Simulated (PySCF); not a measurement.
PySCF input (B3LYP/def2-SVP):

```python
import numpy as np, basis_set_exchange as bse
from pyscf import gto, scf, dft, df

basis = {'C': gto.basis.parse(bse.get_basis('def2-SVP', elements=['C'], fmt='nwchem')), 'H': gto.basis.parse(bse.get_basis('def2-SVP', elements=['H'], fmt='nwchem'))}
mol = gto.M(
    atom='''
    C    -0.00000000    0.00000000   -0.00000000
    H     0.62054657    0.62688914    0.63896175
    H    -0.64285838   -0.62489528    0.61852983
    H     0.63693263   -0.63278043   -0.61664082
    H    -0.61462083    0.63078657   -0.64085076
    ''',
    basis=basis,
    charge=0,
    verbose=4,
    max_memory=8640,
)
mf = dft.RKS(mol, xc='b3lyp')
mf.grids.level = 3
mf = mf.density_fit(auxbasis=df.autoaux(mol))
mf.conv_tol = 1e-9
mf.max_cycle = 100
print('smallest overlap eigenvalue', np.linalg.eigvalsh(mol.intor('int1e_ovlp'))[0])
mf.kernel()
dip = mf.dip_moment()
```

Output:

```
PySCF version 2.14.0

[INPUT] verbose = 4
[INPUT] num. atoms = 5
[INPUT] num. electrons = 10
[INPUT] charge = 0
[INPUT] spin (= nelec alpha-beta = 2S) = 0
[INPUT] symmetry False subgroup None
[INPUT] Mole.unit = angstrom
[INPUT] Symbol           X                Y                Z      unit          X                Y                Z       unit  Magmom
[INPUT]  1 C      0.000000000000   0.000000000000   0.000000000000 AA    0.000000000000   0.000000000000   0.000000000000 Bohr   0.0
[INPUT]  2 H      0.620546570000   0.626889140000   0.638961750000 AA    1.172663064838   1.184648785064   1.207462711573 Bohr   0.0
[INPUT]  3 H     -0.642858380000  -0.624895280000   0.618529830000 AA   -1.214826275082  -1.180880935733   1.168851978574 Bohr   0.0
[INPUT]  4 H      0.636932630000  -0.632780430000  -0.616640820000 AA    1.203628230499  -1.195781709685  -1.165282267027 Bohr   0.0
[INPUT]  5 H     -0.614620830000   0.630786570000  -0.640850760000 AA   -1.161465039153   1.192013860354  -1.211032423119 Bohr   0.0

nuclear repulsion = 13.4453507450257
number of shells = 18
number of NR pGTOs = 52
number of NR cGTOs = 34
basis = {'C': [[0, [1238.4016938, 0.0054568832082], [186.29004992, 0.040638409211], [42.251176346, 0.18025593888], [11.676557932, 0.46315121755], [3.5930506482, 0.44087173314]], [0, [0.40245147363, 1.0]], [0, [0.13090182668, 1.0]], [1, [9.4680970621, 0.038387871728], [2.0103545142, 0.21117025112], [0.54771004707, 0.51328172114]], [1, [0.15268613795, 1.0]], [2, [0.8, 1.0]]], 'H': [[0, [13.010701, 0.019682158], [1.9622572, 0.13796524], [0.44453796, 0.47831935]], [0, [0.12194962, 1.0]], [1, [0.8, 1.0]]]}
ecp = {}
ETB for H: l = 0, exps = 0.24389924 * 1.8^n , n = 0..8
ETB for H: l = 1, exps = 0.92194962 * 2^n , n = 0..1
ETB for H: l = 2, exps = 1.6 * 2.2^n , n = 0..0
ETB for C: l = 0, exps = 0.26180365336 * 1.8^n , n = 0..13
ETB for C: l = 1, exps = 0.28358796463 * 1.8^n , n = 0..10
ETB for C: l = 2, exps = 0.3053722759 * 1.8^n , n = 0..9
ETB for C: l = 3, exps = 0.95268613795 * 2.2^n , n = 0..1
smallest overlap eigenvalue 0.013877133155278321

******** <class 'pyscf.df.df_jk.DFRKS'> ********
method = DFRKS
initial guess = minao
damping factor = 0
level_shift factor = 0
DIIS = <class 'pyscf.scf.diis.CDIIS'>
diis_start_cycle = 1
diis_space = 8
diis_damp = 0
SCF conv_tol = 1e-09
SCF conv_tol_grad = None
SCF max_cycles = 100
direct_scf = False
XC library pyscf.dft.libxc version 7.1.2
    S. Lehtola, C. Steigemann, M. J. T. Oliveira, and M. A. L. Marques,  SoftwareX 7, 1–5 (2018)
XC functionals = b3lyp
    P. J. Stephens, F. J. Devlin, C. F. Chabalowski, and M. J. Frisch,  J. Phys. Chem. 98, 11623 (1994)
radial grids:
    Treutler-Ahlrichs [JCP 102, 346 (1995); DOI:10.1063/1.469408] (M4) radial grids

becke partition: Becke, JCP 88, 2547 (1988); DOI:10.1063/1.454033
pruning grids: <function nwchem_prune>
grids dens level: 3
symmetrized grids: False
atomic radii adjust function: <function treutler_atomic_radii_adjust>
small_rho_cutoff = 0
Set gradient conv threshold to 3.16228e-05
Initial guess from minao.
tot grids = 53352
******** <class 'pyscf.df.df.DF'> ********
auxbasis = {'H': [[0, [np.float64(26.87760009316363), 1]], [0, [np.float64(14.93200005175757), 1]], [0, [np.float64(8.29555558430976), 1]], [0, [np.float64(4.6086419912832), 1]], [0, [np.float64(2.560356661824), 1]], [0, [np.float64(1.42242036768), 1]], [0, [np.float64(0.7902335376), 1]], [0, [np.float64(0.43901863199999996), 1]], [0, [np.float64(0.24389924), 1]], [1, [np.float64(1.84389924), 1]], [1, [np.float64(0.92194962), 1]], [2, [np.float64(1.6), 1]]], 'C': [[0, [np.float64(545.1528275619635), 1]], [0, [np.float64(302.86268197886864), 1]], [0, [np.float64(168.25704554381588), 1]], [0, [np.float64(93.47613641323105), 1]], [0, [np.float64(51.931186896239474), 1]], [0, [np.float64(28.850659386799705), 1]], [0, [np.float64(16.028144103777613), 1]], [0, [np.float64(8.904524502098674), 1]], [0, [np.float64(4.946958056721486), 1]], [0, [np.float64(2.748310031511936), 1]], [0, [np.float64(1.5268389063955201), 1]], [0, [np.float64(0.8482438368864), 1]], [0, [np.float64(0.471246576048), 1]], [0, [np.float64(0.26180365336), 1]], [1, [np.float64(101.25415335764215), 1]], [1, [np.float64(56.2523074209123), 1]], [1, [np.float64(31.251281900506832), 1]], [1, [np.float64(17.36182327805935), 1]], [1, [np.float64(9.645457376699639), 1]], [1, [np.float64(5.358587431499799), 1]], [1, [np.float64(2.9769930174998884), 1]], [1, [np.float64(1.6538850097221602), 1]], [1, [np.float64(0.9188250054012002), 1]], [1, [np.float64(0.5104583363340001), 1]], [1, [np.float64(0.28358796463), 1]], [2, [np.float64(60.573427945585124), 1]], [2, [np.float64(33.65190441421396), 1]], [2, [np.float64(18.695502452341085), 1]], [2, [np.float64(10.386390251300602), 1]], [2, [np.float64(5.770216806278112), 1]], [2, [np.float64(3.2056760034878398), 1]], [2, [np.float64(1.7809311130488001), 1]], [2, [np.float64(0.989406173916), 1]], [2, [np.float64(0.54967009662), 1]], [2, [np.float64(0.3053722759), 1]], [3, [np.float64(2.09590950349), 1]], [3, [np.float64(0.95268613795), 1]]]}
init E= -40.284716735904
  HOMO = -0.451745577553127  LUMO = 0.0333546093055599  gap/eV = 13.20025
cycle= 1 E= -40.4662117561475  delta_E= -0.181  |g|= 0.275  |ddm|=  1.8
  HOMO = -0.33642581689806  LUMO = 0.0906611669732431  gap/eV = 11.62163
cycle= 2 E= -40.4595940054558  delta_E= 0.00662  |g|= 0.32  |ddm|= 0.521
  HOMO = -0.391250770167937  LUMO = 0.0727711369920656  gap/eV = 12.62668
cycle= 3 E= -40.4875364451123  delta_E= -0.0279  |g|= 0.00203  |ddm|= 0.266
  HOMO = -0.391700657647215  LUMO = 0.0725434554848938  gap/eV = 12.63273
cycle= 4 E= -40.4875373433058  delta_E= -8.98e-07  |g|= 0.000271  |ddm|= 0.00279
  HOMO = -0.391814373321727  LUMO = 0.0724962709853068  gap/eV = 12.63454
cycle= 5 E= -40.4875373643333  delta_E= -2.1e-08  |g|= 8.04e-06  |ddm|= 0.000215
  HOMO = -0.391808973378896  LUMO = 0.0724983997616566  gap/eV = 12.63445
cycle= 6 E= -40.4875373643571  delta_E= -2.37e-11  |g|= 4.81e-07  |ddm|= 1.39e-05
  HOMO = -0.391809333685794  LUMO = 0.0724982477582872  gap/eV = 12.63445
Extra cycle  E= -40.4875373643571  delta_E= -1.42e-14  |g|= 5.13e-07  |ddm|= 7.66e-07
converged SCF energy = -40.4875373643571
Dipole moment(X, Y, Z, Debye):  0.00000,  0.00000,  0.00000
```
